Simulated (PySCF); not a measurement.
Molecule: 1,2-Butadiene, C₄H₆.

Mapped SMILES: `[CH2:1]=[C:2]=[CH:3][CH3:4]`. Hydrogens are named by the atom that carries them.

Spin–spin couplings on one PBE0-D3(BJ)/def2-SVP geometry, PySCF 2.14, gas phase, non-relativistic, equivalent pairs averaged (without the spin–dipole term); isotopes ¹³C, ¹H; functional B3LYP.

How do the couplings (Hz) change with the basis set? Times are CPU seconds on shared hosts with different chips, so compare them loosely. Far from the basis limit: 6-31G*, pcJ-0, 6-31G-J, def2-TZVP, cc-pVTZ.

## Answers


```
    basis set  functions  ¹J(C1,H(C1))  ¹J(C3,H(C3))  ¹J(C4,H(C4))  ¹J(C2,C3)  ¹J(C1,C2)  ¹J(C3,C4)  ²J(H(C4),H(C4))  core-s
       6-31G*         68         178.8         169.7         144.1      117.1      112.9       60.7            -16.8     4.8
        pcJ-0         70         158.8         150.8         116.0       87.0       85.2       38.6            -15.3     2.7
      6-31G-J         72         184.7         173.9         139.4      112.5      111.3       50.5            -18.6       3
    def2-TZVP        160         169.3         160.4         128.1      110.1      108.6       48.2            -13.4     7.8
        pcJ-1        168         178.9         168.1         135.6      112.2      110.9       49.4            -15.6      11
      cc-pVTZ        204         162.4         152.0         119.7      138.8      126.8       38.4            -12.8      19
aug-cc-pVTZ-J        304         181.1         170.6         136.6      108.9      107.4       47.6            -16.0      22
```

The Fermi-contact term samples the wavefunction at the nucleus, which is why sets with added tight s functions (names with J) are made for couplings.
